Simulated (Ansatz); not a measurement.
`C/C=N\C=C\Cl` + H₂ → `C=CCl` + `CC=N` at 500 K and 1 bar (hydrogenolysis of a C–N bond).

Program: Ansatz. Geometries: PBE0-D4/def2-TZVP. ΔE: electronic, gas phase. CBS: MP2 limit from def2 TZ/QZ plus the TZ coupled-cluster correction, frozen cores. This one scheme is used for every species. Each species was taken in one conformer, which may not be the lowest.

```csv
species,CCSD(T)/CBS energy (Eh),H − E (kJ/mol),S (J/(mol·K))
`C/C=N\C=C\Cl`,-670.25259,290.2,420.0
H₂,-1.17544,41.0,145.5
`C=CCl`,-537.65823,136.9,295.8
`CC=N`,-133.79309,207.6,299.1
```

H − E and S are ideal-gas, rigid-rotor, harmonic terms from PBE0-D4/def2-TZVP, for one conformer and one mirror image of each species. The MP2-based limit puts H₂ 0.8 mEh under its directly extrapolated value; such offsets cancel only in part. 1 Eh = 2625.50 kJ/mol, R = 8.31446 J/(mol·K).

By hand: ΔE, ΔH, ΔS and ΔG.

ΔE = (-537.65823) + (-133.79309) − (-670.25259) − (-1.17544) = -0.02329 Eh = -61.1 kJ/mol. Δ(H − E) = 136.9 + 207.6 − 290.2 − 41.0 = 13.3, so ΔH = -47.8 kJ/mol. ΔS = 295.8 + 299.1 − 420.0 − 145.5 = 29.4 J/(mol·K). ΔG = -47.8 − 500 × (29.4)/1000 = -62.5 kJ/mol.

By hand: the equilibrium constant, and the temperature at which ΔG would vanish if ΔH and ΔS stayed fixed.

log₁₀ K = −ΔG/(RT ln 10) = 6.5. ΔH and −TΔS have one sign here, so there is no such temperature.

ΔH outweighs TΔS. A doubt of 5 kJ/mol in ΔE shifts log₁₀ K by 0.5 here. Other conformers and mirror images would add mixing entropy, several J/(mol·K) or more a flexible species. These are equilibria of isolated gas molecules and say nothing of rates. Largest T1 diagnostic: 0.012 (customary marks: 0.02 for closed shells, 0.045 for open ones).
